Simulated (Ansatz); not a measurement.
Relaxation of BFHS (4 atoms, charge 0, multiplicity 2), to a largest force component of 0.02 eV/Å in at most 50 steps.

Theory: UKS PBE/def2-SVP in Ansatz.

```xyz
4
Properties=species:S:1:pos:R:3
F 0.567 -0.118 1.728
B 0.802 -0.250 0.311
S -0.630 -0.540 -0.920
H -0.683 0.848 -1.139
```

Task: Where does it end, and by what steps?

Result: The run converged. After 7 steps the energy has fallen by 0.826 eV; B2 moved furthest, 0.57 Å.

```json
{"step": "0", "energy less start (eV)": "0.0000", "largest force component (eV/Å)": "3.663", "accepted": "yes"}
{"step": "1", "energy less start (eV)": "-0.2844", "largest force component (eV/Å)": "2.426", "accepted": "yes"}
{"step": "2", "energy less start (eV)": "-0.6107", "largest force component (eV/Å)": "0.829", "accepted": "yes"}
{"step": "3", "energy less start (eV)": "-0.7966", "largest force component (eV/Å)": "0.767", "accepted": "yes"}
{"step": "4", "energy less start (eV)": "-0.8136", "largest force component (eV/Å)": "0.283", "accepted": "yes"}
{"step": "5", "energy less start (eV)": "-0.8261", "largest force component (eV/Å)": "0.059", "accepted": "yes"}
{"step": "6", "energy less start (eV)": "-0.8261", "largest force component (eV/Å)": "0.028", "accepted": "yes"}
{"step": "7", "energy less start (eV)": "-0.8262", "largest force component (eV/Å)": "0.006", "accepted": "yes"}
```

```xyz
4
Properties=species:S:1:pos:R:3
F 0.792 -0.504 1.626
B 0.506 0.177 0.533
S -0.702 -0.404 -0.679
H -0.541 0.671 -1.499
```

Time of the run: 11 s on 1 thread of Arm Neoverse V2, on a shared host, peak memory 0.13 GiB.
